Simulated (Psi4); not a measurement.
# SiH3F (SMILES F[SiH3]): PBE/def2-TZVPP

Aim: the energy change on altering one bond length of SiH3F at PBE/def2-TZVPP, from 2 runs. 

Program for the calculation: Psi4 1.11.

6 further runs of the same task are left out: 6 that didn't finish.

## Step 1: Starting point

The species is SiH3F (5 atoms), meant as a singlet with charge 0. SMILES: `F[SiH3]`. The shape is that of a PBE0-D4/def2-TZVP optimisation.

Bond lengths: F1–Si2 1.600 Å, Si2–H3 1.482 Å, Si2–H4 1.482 Å, Si2–H5 1.482 Å. Angles: F1–Si2–H3 108.3°, F1–Si2–H4 108.3°, F1–Si2–H5 108.3°, H3–Si2–H4 110.6°, H3–Si2–H5 110.6°, H4–Si2–H5 110.6°.

## Step 2: Energy and forces at PBE/def2-TZVPP

fh3si.xyz

```xyz
5
FH3Si
F     -1.274600     0.162800     0.858000
Si     0.043300    -0.019300    -0.030700
H     -0.367800    -0.192600    -1.443700
H      0.768600    -1.217900     0.451600
H      0.880500     1.193400     0.123400
```

run.py

```python
import numpy as np
from ase.calculators.psi4 import Psi4
from ase.io import read

mol = read('fh3si.xyz')
calc = Psi4(atoms=mol, method='pbe', basis='def2-TZVPP', memory='1600MB', num_threads=1, charge=0, multiplicity=1, label='calc')
calc.psi4.set_options({'puream': True, 'e_convergence': 1e-09, 'd_convergence': 1e-08, 'scf_type': 'pk', 'dft_radial_points': 99, 'dft_spherical_points': 590})
mol.calc = calc

forces = mol.get_forces()
print(f'energy: {mol.get_potential_energy():.6f} eV')
print('forces / eV A^-1')
print(np.round(forces, 5))
```

Command:

```bash
python run.py
```

calc.dat:

```text
[...]
  Running in c1 symmetry.
[...]
  Nuclear repulsion =   63.042807224251995
[...]
  Multiplicity = 1
[...]
  Nalpha       = 13
  Nbeta        = 13
[...]
    Number of basis functions: 115
[...]
   @RKS iter   1:  -390.89841002175228   -2.93226e-01   4.41316e-03 DIIS/ADIIS
[...]
   @RKS iter  10:  -390.98585887457779   -2.27374e-12   1.49154e-09 DIIS
[...]
    Orbital Energies [Eh]
    ---------------------
    Doubly Occupied:
       1A    -65.435375     2A    -24.249777     3A     -5.080425
       4A     -3.492780     5A     -3.489125     6A     -3.489125
       7A     -1.086927     8A     -0.508307     9A     -0.404537
      10A     -0.391470    11A     -0.391468    12A     -0.305120
      13A     -0.305108
[...]
  @RKS Final Energy:  -390.98585887457779
   => Energetics <=
    Nuclear Repulsion Energy =             63.0428072242519946
    One-Electron Energy =                -667.8822125541900050
    Two-Electron Energy =                 246.1218117512042340
    DFT Exchange-Correlation Energy =     -32.2682652958440030
    Empirical Dispersion Energy =           0.0000000000000000
    VV10 Nonlocal Energy =                  0.0000000000000000
    Total Energy =                       -390.9858588745777865
[...]
 Multipole Moments:
 ------------------------------------------------------------------------------------
     Multipole            Electronic (a.u.)      Nuclear  (a.u.)        Total (a.u.)
 ------------------------------------------------------------------------------------
 L = 1.  Multiply by 2.5417464519 to convert [e a0] to [Debye]
 Dipole X            :         -2.8460829            3.2256518            0.3795688
 Dipole Y            :          0.3934012           -0.4457978           -0.0523966
 Dipole Z            :          1.9194500           -2.1753133           -0.2558633
 Magnitude           :                                                    0.4607428
[...]
  -Total Gradient:
     Atom            X                  Y                   Z
    ------   -----------------  -----------------  -----------------
       1        0.009979225485    -0.001380552654    -0.006731292681
       2       -0.006559116364     0.000918585320     0.004465489054
       3        0.000619538301     0.000417587852     0.003295753499
       4       -0.001893440590     0.002699146425    -0.000881428794
       5       -0.002141588222    -0.002655513208    -0.000151734531
[...]
```

Standard output:

```text
energy: -10639.267136 eV
forces / eV A^-1
[[-0.51315  0.07099  0.34614]
 [ 0.33728 -0.04724 -0.22962]
 [-0.03186 -0.02147 -0.16947]
 [ 0.09736 -0.1388   0.04532]
 [ 0.11012  0.13655  0.0078 ]]
```

Run time: 63 s. Hardware: 1 thread of Intel Xeon Platinum 8259CL at 2.50GHz (Skylake/Cascade Lake), shared host; peak memory 0.7 GiB.

## Step 3: The distorted shape at the same level

job.py

```python
import psi4

psi4.set_memory('1600 MB')
psi4.set_num_threads(1)
psi4.core.set_output_file('psi4.out', False)

mol = psi4.geometry("""
F     -1.47638822     0.70064242     4.82566510
Si     1.01408184     0.35652329     3.14626550
H     -0.69504127    -0.36396125    -2.72819761
H      2.38470020    -1.90850244     4.05768041
H      2.59616055     2.64819416     3.43747229
units bohr
symmetry c1
no_reorient
no_com
""")

psi4.set_options(dict(puream=True, e_convergence=1e-09, d_convergence=1e-08, scf_type='pk', dft_radial_points=99, dft_spherical_points=590))

energy_value, wavefunction = psi4.gradient('pbe/def2-TZVPP', return_wfn=True)
psi4.oeprop(wavefunction, 'DIPOLE', 'QUADRUPOLE', 'MULLIKEN_CHARGES', title='PBE')
print('gradient / Eh bohr^-1')
print(energy_value.np.round(6))
print(f'energy = {wavefunction.energy():.10f} Eh')
```

Command:

```bash
python job.py
```

psi4.out:

```text
[...]
  Running in c1 symmetry.
[...]
  Nuclear repulsion =   59.412045538277532
[...]
  Multiplicity = 1
[...]
  Nalpha       = 13
  Nbeta        = 13
[...]
    Number of basis functions: 115
[...]
   @RKS iter   1:  -390.64613548824326   -2.00712e-01   5.09408e-03 DIIS/ADIIS
[...]
   @RKS iter  22:  -390.83334107561313   -5.34328e-12   2.24678e-09 DIIS
[...]
  @RKS Final Energy:  -390.83334107561313
   => Energetics <=
    Nuclear Repulsion Energy =             59.4120455382775319
    One-Electron Energy =                -659.7544966999259941
    Two-Electron Energy =                 241.5995565039961548
    DFT Exchange-Correlation Energy =     -32.0904464179608198
    Empirical Dispersion Energy =           0.0000000000000000
    VV10 Nonlocal Energy =                  0.0000000000000000
    Total Energy =                       -390.8333410756131343
[...]
  -Total Gradient:
     Atom            X                  Y                   Z
    ------   -----------------  -----------------  -----------------
       1        0.005890912012    -0.000404148948    -0.000953610123
       2        0.002883725915     0.002802391855     0.021533687536
       3       -0.007919986803    -0.003214715286    -0.026309123570
       4       -0.000154742560     0.005944707812     0.002120647420
       5       -0.000669088620    -0.005127141416     0.003626931803
[...]
 Multipole Moments:
 ------------------------------------------------------------------------------------
     Multipole            Electronic (a.u.)      Nuclear  (a.u.)        Total (a.u.)
 ------------------------------------------------------------------------------------
 L = 1.  Multiply by 2.5417464519 to convert [e a0] to [Debye]
 Dipole X            :         -4.5620079            5.1954713            0.6334634
 Dipole Y            :        -11.6118961           11.6728383            0.0609422
 Dipole Z            :        -91.5823309           92.2456580            0.6633271
 Magnitude           :                                                    0.9192349
 L = 2.  Multiply by 1.3450342976 to convert [e a0^2] to [Debye ang]
 Quadrupole XX       :        -62.1366787           46.9244943          -15.2121844
 Quadrupole XY       :          1.9525073           -1.6712697            0.2812376
[...]
  Mulliken Charges: (a.u.)
   Center  Symbol    Alpha    Beta     Spin     Total
       1     F     4.61901  4.61901  0.00000 -0.23803
       2    SI     6.78601  6.78601  0.00000  0.42799
       3     H     0.57309  0.57309  0.00000 -0.14618
       4     H     0.51094  0.51094  0.00000 -0.02189
       5     H     0.51094  0.51094  0.00000 -0.02189
   Total alpha = 13.00000, Total beta = 13.00000, Total charge = -0.00000
```

Standard output:

```text
gradient / Eh bohr^-1
[[ 0.005891 -0.000404 -0.000954]
 [ 0.002884  0.002802  0.021534]
 [-0.00792  -0.003215 -0.026309]
 [-0.000155  0.005945  0.002121]
 [-0.000669 -0.005127  0.003627]]
energy = -390.8333410756 Eh
```

Wall time 60 s (1 thread of Intel Xeon Platinum 8259CL at 2.50GHz (Skylake/Cascade Lake), shared host); peak memory 0.69 GiB.

## Step 4: Summary of results

Level: PBE/def2-TZVPP.

| quantity | value |
| --- | --- |
| first shape: total energy | -390.98586 Eh |
| first shape: dipole moment | 1.17 D |
| first shape: HOMO energy | -8.30 eV |
| first shape: LUMO energy | -1.02 eV |
| first shape: HOMO–LUMO gap | 7.28 eV |
| first shape: largest force on an atom | 0.623 eV/Å |
| distorted shape: total energy | -390.83334 Eh |
| distorted shape: dipole moment | 2.34 D |
| distorted shape: HOMO energy | -5.91 eV |
| distorted shape: LUMO energy | -4.51 eV |
| distorted shape: HOMO–LUMO gap | 1.41 eV |
| distorted shape: largest force on an atom | 1.422 eV/Å |
| energy change with the Si2–H3 bond stretched from 1.482 to 3.260 Å | 4.150 eV |

What this shows: One bond (distorted shape) is far stretched, which a spin-restricted single reference describes badly; a broken-symmetry solution may lie lower. With the Si2–H3 bond stretched from 1.482 to 3.260 Å the energy rises by 4.15 eV (400 kJ/mol). The first shape isn't relaxed at this level, so the change isn't measured from a minimum. A restricted reference can't describe the breaking bond well at this length. The largest force (first shape) is 0.62 eV/Å: the shape isn't a stationary point for this species at this level. Mulliken charges (distorted shape) run from -0.24 on F1 to +0.43 on Si2.
